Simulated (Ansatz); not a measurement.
Basis-set extrapolation for C₆H₁₄O (`CCCC(O)CC`) (PBE0-D4/def2-TZVP geometry, frozen core, the Gaussian-basis code of Ansatz). Multiplicity 1, RHF reference.

```json
{"": "HF", "def2-TZVPP": "-310.346388", "def2-QZVPP": "-310.361007"}
{"": "MP2 correlation", "def2-TZVPP": "-1.298475", "def2-QZVPP": "-1.383780"}
{"": "CCSD(T) correlation", "def2-TZVPP": "-1.420585", "def2-QZVPP": "not run"}
```

Energies in hartree. Use E(X) = E(∞) + A·exp(−7.88·√X) for Hartree–Fock and E(X) = E(∞) + B·X^(−2.97) for correlation, with X = 3 and 4, and add CCSD(T) minus MP2 of the smaller set to the MP2 limit.

Q: What is the CCSD(T) energy at the basis-set limit?

A: HF limit: -310.361007 + (-0.014619) × 0.13774 = -310.36302. MP2 limit: -1.383780 + (-0.085305) × 0.74074 = -1.44697. Higher-order term: -1.420585 − (-1.298475) = -0.12211. Total: -311.93210 hartree, 103.6 kcal/mol below CCSD(T)/def2-TZVPP.
